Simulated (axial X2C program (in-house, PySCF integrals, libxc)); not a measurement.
## Nuclear properties of AlCN⁺

Calculated with an in-house all-electron X2C program for linear molecules (integrals from PySCF): two-component X2C with atomic mean-field Coulomb and Gaunt terms, Gaussian nuclei, basis Al dyall-v3z, C dyall-v3z, N dyall-av3z with contracted cores.

Al–C–N held linear, with bonds 1.889 and 1.158 Å (near the PBE0 minimum at charge 1 of the determinant lowest at the starting distance; the state shown can have its own minimum elsewhere, held linear; other orders of the atoms were not compared).

Determinant lowest in the PBE0 search, Ω = 1/2 (⟨Sz⟩ = 0.50, ⟨Lz⟩ = 0.00 at PBE0), spin on the atoms Al 0.41, C 0.10, N -0.01:

```tsv
level	Eeff magnitude (GV/cm)	Ws magnitude Al (kHz)	A∥/gI Al (MHz)	qzz Al (a.u.)	A∥/gI C (MHz)	qzz C (a.u.)	A∥/gI N (MHz)	qzz N (a.u.)
PBE0	0.209	0.154	1490	-1.23	157	-0.32	11.2	-1.32
HF	0.229	0.171	1540	-1.37	212	-0.41	19.1	-1.52
B3LYP	0.213	0.157	1540	-1.21	166	-0.34	11.9	-1.33
```

Eeff is the effective electric field on the electron electric dipole moment in this Ω state and Ws the scalar–pseudoscalar constant of the nucleus named (defined with the proton number Z and per Ω); A∥ (defined per Ω) follows by multiplying with gI = μI/(I μN); qzz is the electric field gradient, eQq0 = 234.96 MHz × Q/barn × qzz. The operators were transformed with the bare-nucleus X2C matrices; with these basis sets, hyperfine constants and field gradients can be off by tens of per cent, and where levels differ in sign neither size nor sign is settled.

(1) With gI(27Al) = 1.4566, Q(27Al) = 0.1466 barn, gI(13C) = 1.4048, gI(14N) = 0.4038, Q(14N) = 0.02044 barn (g factors from the IAEA table of nuclear moments by Stone; Q from Pyykkö, Mol. Phys. 2018), turn the PBE0 values of the first state into constants in MHz.

The molecule was held linear; bending was not examined, so a bent shape may lie lower.

Each state is one determinant with collinear spin. Unrestricted Hartree–Fock can overshoot spin polarisation at the nuclei. The search compared states at one distance, so a state with another bond length can lie lower.

Results:

(1) A∥(27Al) = 1490 × 1.4566 = 2170 MHz; eQq0(27Al) = 234.96 × (0.1466) × (-1.23) = -42.4 MHz; A∥(13C) = 157 × 1.4048 = 221 MHz; A∥(14N) = 11.2 × 0.4038 = 4.52 MHz; eQq0(14N) = 234.96 × (0.02044) × (-1.32) = -6.34 MHz.
